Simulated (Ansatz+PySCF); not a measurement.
Values are calculated unless marked as measured or tabulated.
## PySCF 2.14.0 run

```python
from pyscf import gto, scf

mol = gto.M(atom="""
C 0.000000 0.000000 -0.477200
C 0.000000 1.328260 0.211710
C 0.000000 -1.328260 0.211710
H 0.000000 0.000000 -1.661980
H 0.000000 2.337240 -0.398610
H 0.000000 1.402380 1.390930
H 0.000000 -2.337240 -0.398610
H 0.000000 -1.402380 1.390930
""", basis='def2-svp', charge=0, spin=1)
mf = scf.UHF(mol)
mf.init_guess = 'huckel'
mf.kernel()
while True:  # follow internal instabilities
    mo, _, stable, _ = mf.stability(return_status=True)
    if stable: break
    mf.kernel(mf.make_rdm1(mo, mf.mo_occ))
print(mf.converged, mf.e_tot, mf.spin_square()[0])
```

The script is written out from the run's settings.

Results

| Property | Result |
| --- | --- |
| Converged | yes |
| Total energy | -116.34067 hartree |
| Spin squared of the determinant | 1.107 |

Caution: the unrestricted determinant is spin contaminated.
